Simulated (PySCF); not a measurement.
## Rock-salt MgS

Calculation: G0W0@Hartree–Fock (PySCF, GTH pseudopotentials, Gaussian basis).

Cell: measured lattice: a = 5.203 Å, b = 5.203 Å, c = 5.203 Å, α = 90.00°, β = 90.00°, γ = 90.00°.

For rock-salt MgS, the band gap comes out as 6.27 eV ± 0.1 and the smallest direct gap on the k points sampled is 7.21 eV ± 0.09.

Note: cell and atoms aren't relaxed at this level.

A ± is a rough bar: the spread of an extrapolation, a floor set from checks against published values, or a statistical error.

The computed numbers hold no vibrational or temperature effects.

Computing time: roughly 90 core-minutes.
